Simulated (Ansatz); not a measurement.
## A cut through the energy surface

CCl2 (SMILES Cl[C]Cl), singlet, at its PBE0-D4/def2-TZVP minimum:

Cl1  (1.237, -0.329, 0.644)
C2  (-0.232, -0.585, -0.190)
Cl3  (-1.005, 0.914, -0.454)
(Å)

The bond length C2–Cl3 (1.708 Å at the minimum) is set to the values below, the two halves moving rigidly along the bond. Each method's energies count from its own value at the PBE0-D4 minimum structure. Computed with Ansatz 0.2.0 (basis: def2-TZVPP); correlated methods freeze the cores.

CCSD(T) energies along the scan:
```tsv
bond length (Å)	CCSD(T) (eV)
1.503	0.731
1.563	0.340
1.650	0.058
1.751	0.004
1.864	0.142
1.985	0.409
2.114	0.753
2.250	1.134
2.391	1.521
```
They count from the CCSD(T) energy at the PBE0-D4 minimum.

Minimum and curvature along this coordinate at CCSD(T): A fifth-order fit through the nearest points gives 1.724 Å, with a curvature of about 19 eV/Å².

Treat the two halves as rigid bodies and work out the harmonic wavenumber of this stretch from that curvature (ν̃ = 521.5 √(k/μ) cm⁻¹ with k in eV/Å² and μ in u).

The halves weigh 47.46 and 35.45 u, so μ = 47.46 × 35.45/82.91 = 20.293 u and ν̃ = 521.5 √(19/20.293) ≈ 500 cm⁻¹. A true normal mode mixes in other motions, so this is a guide only.

Largest difference from the CCSD(T) curve over the scan: PBE-D4 0.194; r2SCAN-D4 0.082; PBE0-D4 0.161; wB97M-V 0.220 eV. Each curve counts from its own value at the minimum.

T1 diagnostic: at most 0.029. The T1 diagnostic is large here, which may signal multireference character or strong orbital relaxation, so CCSD(T) is less sure. The restricted Hartree–Fock reference is unstable towards an unrestricted one here.

For scale, one of the runs: CCSD(T)/def2-TZVPP, 115 basis functions (an equivalent command: `ansatz run in.yaml --threads 2`). The run took about 7.5 s on 2 CPU threads (shared host).
